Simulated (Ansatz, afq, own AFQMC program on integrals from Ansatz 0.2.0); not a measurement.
**Breaking Si1–H5 in SiPH₅, singlet**

```xyz
7

Si   -0.6313   -0.3589   -0.3893
P     1.0936   -0.0115    1.0412
H    -1.8574   -0.6227    0.4221
H    -0.3185   -1.5717   -1.2034
H    -0.8968    0.7884   -1.3105
H     0.6451    1.2925    1.4175
H     1.9653    0.4839    0.0224
```

Products: SiPH₄ (doublet; SiH2–PH2) and H (doublet), each relaxed with PBE0/def2-SVP like the molecule; electronic energies without zero-point terms. Determinants: RHF, UHF and UHF in that order.

Basis def2-TZVP. Only valence electrons are correlated. Integrals, coupled cluster, full CI and functionals: Ansatz 0.2.0; the random walks run on the same integrals in our own AFQMC program. The CISD trial takes its coefficients from CCSD amplitudes. Released means that phaseless walkers are propagated on without the constraint, phases kept. Uncertainties: one standard error, sampling alone. The errors of all members are added in quadrature.

No full CI on the walks' own integrals is used here; CCSDT(Q) serves as the reference and is uncertain by about the last step of the cluster series. Each member takes its own surest rung, up to full CI.

The best estimate is CCSD(T) at the basis-set limit (CBS: def2-TZVPP and def2-QZVPP, with their diffuse functions for anions and beside diffuse sets, CCSD(T) itself extrapolated) plus the step from CCSD(T) to CCSDT(Q) in def2-TZVP. Rows without CBS are in def2-TZVP; B2PLYP and the wave-function rows carry a basis error of their own. Core correlation and relativity beyond core potentials are missing, and ± holds the sampling alone.

Cautions: SiPH₄ (doublet): its ph-AFQMC/CISD value lies 24 ± 6 meV above CCSDT(Q).

Best estimate: 392.5 kJ/mol.

| level | bond energy (kJ/mol) | error against the best estimate (kJ/mol) |
| --- | --- | --- |
| HF | 309.5 | -83.0 |
| MP2 | 370.8 | -21.7 |
| CCSD | 380.4 | -12.2 |
| CCSD(T) | 380.3 | -12.2 |
| CCSDT | 379.9 | -12.6 |
| CCSDT(Q) | 379.8 | -12.7 |
| ph-AFQMC/CISD | 382.5 ± 0.8 | -10.0 ± 0.8 |
| released AFQMC | 380.7 ± 0.7 | -11.8 ± 0.7 |
| HF/CBS | 309.9 | -82.6 |
| MP2/CBS | 386.5 | -6.0 |
| CCSD(T)/CBS | 393.0 | 0.5 |
| PBE | 365.4 | -27.1 |
| r2SCAN | 371.3 | -21.3 |
| PBE0 | 370.7 | -21.8 |
| B3LYP | 382.6 | -9.9 |
| wB97M-V | 393.7 | 1.2 |
| B2PLYP | 381.6 | -11.0 |

Correlation beyond CCSD(T) takes off 0.5 kJ/mol. Going to the basis-set limit adds 12.7 kJ/mol at CCSD(T). The perturbative (T) step is worth −0.1 kJ/mol. The functionals spread over 28.3 kJ/mol; wB97M-V comes nearest and PBE is 27.1 kJ/mol too low.

Best estimates are given only where the step beyond CCSD(T) is under 0.3 eV and no member's determinant is very poor (T1 over 0.05, or 0.07 for open shells, ⟨S²⟩ too high by 0.3, two states mixed), so the hardest cases are missing from such tables.

The functionals ran in a triple-zeta set and keep a basis error of their own, a few kJ/mol for each bond in atomization energies and more for double hybrids, so close places among them and the extrapolated levels can swap.

CCSDT and higher add their correlation energy to the determinant of the CCSD(T) run, since their own runs factorise the integrals more tightly (a shift of under 2 meV). Each member of a difference takes its own highest rung, so a best estimate needn't equal the limit plus the step of one row. Released energies are given only where the last usable release times agree within the noise; a slower fall can still hide under it.
